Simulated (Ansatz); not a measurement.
Task: Name a neutral molecule of C, F, O and H with HOMO energy (PBE0/def2-TZVPP) between -8.15 and -7.85 eV and LUMO energy (B3LYP/def2-TZVPP) between 0.45 and 0.75 eV (Ansatz, PBE0-D4/def2-TZVP geometry).

Result: `OC1(F)CC1` (-7.94 eV, 0.72 eV); `OCCCF` (-7.95 eV, 0.69 eV). Other molecules can fit too; these were computed, each in one conformer that needn't be the lowest.

B3LYP here is the variant with VWN-RPA as its local correlation; programs differ in this.
